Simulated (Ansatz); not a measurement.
Species: Cl, SMILES `[Cl]` (charge 0, multiplicity 2), formula Cl.

Question: How many basis functions does Ansatz (an electronic-structure program) with frozen-core CCSD(T)/cc-pVTZ use, how many core orbitals are frozen, and how many electrons are correlated?

Answer: 34 basis functions and 5 frozen orbitals, which leaves 7 correlated electrons. Core time is of the order of seconds.
